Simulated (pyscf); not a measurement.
# Four-centre exchange: HB=O + silane (SiH₄) -> O=B–SiH₃ + hydrogen (H₂)

Gas phase, singlet surface, charge 0. Bonds broken: B1–H3, Si4–H5. Bonds formed: B1–Si4, H3–H5. Structures and frequencies: ωB97X-D3(BJ)/def2-SVP in PySCF.

Transition state (Å):

```xyz
8

B     -0.4055     0.2616     0.9508
O     -0.0196     0.6518     2.0260
H     -1.0637    -0.8560     0.1736
Si    -0.8050     0.3253    -1.2278
H     -1.4012    -1.1941    -0.7625
H     -2.1394     0.7651    -0.7221
H      0.4867    -0.4236    -1.2400
H     -0.6256     1.2408    -2.4189
```

One imaginary mode, 1401i cm⁻¹; descent along it reached the two sides named.

| bond | change | reactant side (Å) | saddle | product side |
|---|---|---|---|---|
| B1–H3 | breaks | 1.185 | 1.512 | 3.0 |
| Si4–H5 | breaks | 1.492 | 1.697 | 3.3 |
| B1–Si4 | forms | 3.6 | 2.216 | 2.000 |
| H3–H5 | forms | 2.9 | 1.051 | 0.761 |

Electronic energies relative to the separated reactants (kcal/mol):

```
level                   barrier  reaction energy  reverse barrier
----------------------  -------  ---------------  ---------------
ωB97X-D3(BJ)/def2-TZVP     73.5             +1.5             72.0
PBE/def2-TZVP              61.8             +1.6             60.2
r²SCAN/def2-TZVP           66.3             +2.1             64.2
B3LYP-D3(BJ)/def2-TZVP     73.2             +3.2             69.9
PBE0-D3(BJ)/def2-TZVP      66.8             +2.2             64.7
M06-2X/def2-TZVP           75.5             +3.2             72.3
ωB97M-D3(BJ)/def2-TZVP     73.8             +4.2             69.6
HF/def2-TZVP              103.1             +8.6             94.5
```

With ωB97M-D3(BJ)/def2-TZVP energies and thermal terms (ideal gas, 1 atm, RRHO with modes under 100 cm⁻¹ raised to 100, one conformer, R ln 2 for chiral ones without a mode under 150 cm⁻¹), in kcal/mol:

| T (K) | ΔH‡ | ΔG‡ | ΔH | ΔG |
|---|---|---|---|---|
| 298 | 72.8 | 81.4 | +2.4 | +3.1 |
| 600 | 72.7 | 90.3 | +3.6 | +3.3 |
| 900 | 73.1 | 99.0 | +4.2 | +3.1 |
| 1200 | 73.6 | 107.5 | +4.5 | +2.7 |

The same reactants have a lower exit, to H₂B–O–SiH₃ (barrier +17.6 kcal/mol at ωB97M-D3(BJ)/def2-TZVP, against +73.8 kcal/mol here). This is the saddle that the search found; another between the same sides may lie lower.
